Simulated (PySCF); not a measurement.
## Ionisation energy of P by level of theory

P [Ne] 3s2 3p3 (4S) → P⁺ [Ne] 3s2 3p2 (3P), as a difference of total energies. All numbers are calculated (PySCF 2.14, the spin-free X2C one-electron Hamiltonian (Gaussian nucleus), in dyall-v3z (18s11p2d1f, 68 functions)). Correlated levels: valence: [Ne] frozen; virtual orbitals above 40 to 60 times the deepest correlated orbital energy dropped. The calculations carry no spin-orbit coupling.

| method | ionisation energy (eV) |
| --- | --- |
| UHF | 9.898 |
| MP2 (valence) | 10.469 |
| SCS-MP2 (valence) | 10.293 |
| CCSD (valence) | 10.404 |
| CCSD(T) (valence) | 10.446 |

How much does correlation contribute at CCSD(T) (valence)?

10.446 − (9.898) = 0.548 eV, measured against UHF.

Errors of the correlated levels include the incompleteness of this basis and the frozen core.

For comparison: 10.526 eV (measured; NIST levels, between the centres of gravity of the two terms).
